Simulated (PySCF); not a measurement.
The isolated species `F[C@H]1CO1` is ionised with synchrotron light (hν = 750.0 eV). Calculated photoelectron kinetic energies of its computed core levels, recoil neglected:

```json
{"line": "1", "kinetic energy (eV)": "457.07"}
{"line": "2", "kinetic energy (eV)": "454.93"}
{"line": "3", "kinetic energy (eV)": "210.58"}
{"line": "4", "kinetic energy (eV)": "56.71"}
```

Computed with delta-SCF UKS SCAN, pcX-2 on the ionised atom, pcseg-1 elsewhere, spin-free X2C in PySCF.

Q: Which element, shell and site does each line come from? Numbering: `[F:1][C@H:2]1[CH2:3][O:4]1`.

A: Against the vacuum level, binding energy = hν − kinetic energy.

| line | binding energy (eV) | level | atoms | environment |
| --- | --- | --- | --- | --- |
| 1 | 292.93 | C 1s | C3 | sp3 carbon bound to oxygen |
| 2 | 295.07 | C 1s | C2 | sp3 C–F carbon |
| 3 | 539.42 | O 1s | O4 | epoxide oxygen |
| 4 | 693.29 | F 1s | F1 | alkyl fluorine |

Q: Where does line 1 move with hν = 1253.6 eV?

A: To 1253.6 − 292.93 = 960.67 eV; every photoline shifts by the change in photon energy, +503.6 eV.

Lowest listed C 1s: C3, bonded to O, C and 2 H. Highest, 2.14 eV above it: C2, bonded to F, O, C and H.

Q: Which photon energy gives electrons from C 1s of C3 a kinetic energy of 50 eV, and what is their de Broglie wavelength?

A: hν = 292.93 + 50 = 342.93 eV, recoil neglected; λ = 12.264 Å/√(E/eV) = 1.73 Å.

Other core shells, valence and Auger electrons aren't listed. Isolated species at its PBE0-D3(BJ)/def2-SVP geometry, gas phase.

The run took 12 s wall on one thread, Arm Neoverse V1, shared host.
